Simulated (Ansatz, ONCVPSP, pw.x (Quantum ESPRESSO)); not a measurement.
**What a changed setting does to a pw.x run (diamond Si)**

Potential: optimised norm-conserving Vanderbilt (ONCV), ONCVPSP 4.0.1.1 (patched build), PBE; core [Ne], reference 3s2 3p2; waves: 3s: rc 1.95 bohr, ncon 3, nbas 7, qcut 3.3 1/bohr, 2 projectors, debl 3.4 Ha; 3p: rc 2.35 bohr, ncon 5, nbas 9, qcut 3.5 1/bohr, 2 projectors, debl 2.9 Ha; d scattering state at 0.1 Ha: rc 2.55 bohr, ncon 5, nbas 9, qcut 4.1 1/bohr, 2 projectors, debl 3.1 Ha; local part: polynomial inside 1.45 bohr (lpopt 5, dvloc0 1 Ha); core correction: Teter function, fcfact 2.25, rcfact 1.55.

The reference run (k-mesh 8³, cutoffs 80/320 Ry, Fermi–Dirac 0.01 Ry, mixing_beta 0.4, conv_thr 1e-9, no spin) gives -0.25 GPa at 20.463 Å³/atom, where all-electron LAPW gives -0.05 GPa. This run, with its own iteration cap, changes k-mesh shift to 1.

```
&control
  calculation='scf', prefix='x', pseudo_dir='./', outdir='./tmp', tstress=.true., disk_io='none'
/
&system
  ibrav=0, nat=2, ntyp=1, ecutwfc=80, ecutrho=320, nbnd=11,
  occupations='smearing', smearing='fd', degauss=0.01
/
&electrons
  conv_thr=1e-09, mixing_beta=0.4, electron_maxstep=50
/
ATOMIC_SPECIES
Si 1.0 Si.UPF
CELL_PARAMETERS angstrom
  0.00000000 2.73520428 2.73520428
  2.73520428 0.00000000 2.73520428
  2.73520428 2.73520428 0.00000000
ATOMIC_POSITIONS crystal
Si 0.0000 0.0000 0.0000
Si 0.2500 0.2500 0.2500
K_POINTS automatic
8 8 8 1 1 1
```

```bash
pw.x < Si.scf.in > Si.scf.out
```

Question: How does the run end?

Answer: It converges in 8 iterations; the free energy moves by -1.8 meV/atom and the pressure by +0.00 GPa.

```
Message from routine setup:
     using ibrav=0 with symmetry is DISCOURAGED, use correct ibrav instead
     lattice parameter (alat)  =       7.3098  a.u.
     unit-cell volume          =     276.1823 (a.u.)^3
     number of electrons       =         8.00
     number of Kohn-Sham states=           11
     kinetic-energy cutoff     =      80.0000  Ry
     charge density cutoff     =     320.0000  Ry
     scf convergence threshold =      1.0E-09
     Exchange-correlation= PBE
     number of k points=    60  Fermi-Dirac smearing, width (Ry)=  0.0100
     iteration #  1     ecut=    80.00 Ry     beta= 0.40
     total energy              =     -16.71292760 Ry
     estimated scf accuracy    <       0.05519591 Ry
     iteration #  2     ecut=    80.00 Ry     beta= 0.40
     total energy              =     -16.71004690 Ry
     estimated scf accuracy    <       0.01545176 Ry
     iteration #  3     ecut=    80.00 Ry     beta= 0.40
     total energy              =     -16.71071429 Ry
     estimated scf accuracy    <       0.00019442 Ry
     iteration #  4     ecut=    80.00 Ry     beta= 0.40
     total energy              =     -16.71072886 Ry
     estimated scf accuracy    <       0.00000157 Ry
     iteration #  5     ecut=    80.00 Ry     beta= 0.40
     total energy              =     -16.71072944 Ry
     estimated scf accuracy    <       0.00000015 Ry
     iteration #  6     ecut=    80.00 Ry     beta= 0.40
     total energy              =     -16.71072946 Ry
     estimated scf accuracy    <       0.00000001 Ry
     iteration #  7     ecut=    80.00 Ry     beta= 0.40
     total energy              =     -16.71072947 Ry
     estimated scf accuracy    <          2.2E-09 Ry
     iteration #  8     ecut=    80.00 Ry     beta= 0.40
     the Fermi energy is     6.2726 ev
!    total energy              =     -16.71072947 Ry
     estimated scf accuracy    <          3.0E-10 Ry
     smearing contrib. (-TS)   =      -0.00020109 Ry
     The total energy is F=E-TS. E is the sum of the following terms:
     one-electron contribution =       4.80449470 Ry
     hartree contribution      =       1.11665392 Ry
     xc contribution           =      -5.95682292 Ry
     ewald contribution        =     -16.67485408 Ry
     convergence has been achieved in   8 iterations
          total   stress  (Ry/bohr**3)                   (kbar)     P=       -2.49
     Message from routine punch:
     Nothing written, as per user request (disk_io='none')
```

The run took about 72 s on one core of a shared host (Neoverse-N1, 64 threads, 124 GiB, load 60).
